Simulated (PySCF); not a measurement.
Ionisation energy of Ne by level of theory

Ne [Ne] (1S) → Ne⁺ [He] 2s2 2p5 (2P), as a difference of total energies. Computed with PySCF 2.14 in aug-cc-pVDZ (4s3p2d, 23 functions), with the non-relativistic Hamiltonian (point nucleus). Correlated levels: valence: 1s2 frozen. The calculations carry no spin-orbit coupling.

```
           method  ionisation energy (eV)  error (eV)
              UHF                  19.850      -1.747
           r2SCAN                  21.630      +0.033
             BP86                  21.864      +0.267
    MP2 (valence)                  21.611      +0.014
SCS-MP2 (valence)                  21.466      -0.131
   CCSD (valence)                  21.390      -0.207
CCSD(T) (valence)                  21.421      -0.176
```

Reference: 21.597 eV (measured; NIST levels, between the centres of gravity of the two terms).

Errors of the correlated levels include the incompleteness of this basis and the frozen core.
